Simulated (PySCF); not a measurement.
Input of a run (PBE0-D3(BJ)/def2-SVP geometry optimisation, gas phase (PySCF 2.14.0)), started from GFN2-xTB:
```
{"job": {"xc": "PBE0", "basis": "def2-SVP", "d3": "d3bj", "grid": 1, "kind": "geom"}, "charge": -1, "multiplicity": 1}
B     -0.990905     0.080713     0.010006
C      0.578025    -0.046235    -0.011648
C      1.779002    -0.142098    -0.028466
H     -1.466293    -0.544623    -0.937382
H     -1.425712    -0.380219     1.064877
H     -1.307772     1.266314    -0.080215
H      2.836990    -0.228948    -0.044249
```

Output (energies in Eh, forces in Eh/bohr):
```
step   0  E = -103.21276089  max force = 0.040886
step   1  E = -103.21411688  max force = 0.001707
step   2  E = -103.21412448  max force = 0.000432
optimisation converged
```

Q: Summarise the run.

A: The energy falls by 0.86 kcal/mol over 3 energy and gradient evaluations, the largest force component goes from 0.0409 to 4.3e-04 Eh/bohr, and the atoms move by 0.024 Å rms after alignment. The bond that changes most is C2≡C3 (alkyne carbon to terminal alkyne carbon), which lengthens by 0.022 Å. Bonds longer at the end by more than 0.005 Å: 6 of 6; shorter: 0. The energy never rose by more than 1e-6 Eh on the way. The first step brought 99 % of the lowering.

Q: What are the final bond lengths?

A: B1–C2 1.582 Å, C2≡C3 1.227 Å, B1–H4 1.246 Å, B1–H5 1.246 Å, B1–H6 1.246 Å, C3–H7 1.073 Å. Numbering counts from 1 in the input's order; the species is `[BH3-]C#C`.

The run used 62 basis functions and 19 SCF cycles in all.

PBE0-D3(BJ)/def2-SVP frequencies: not computed here. The geometry's basis has no diffuse functions, a weakness for an anion.
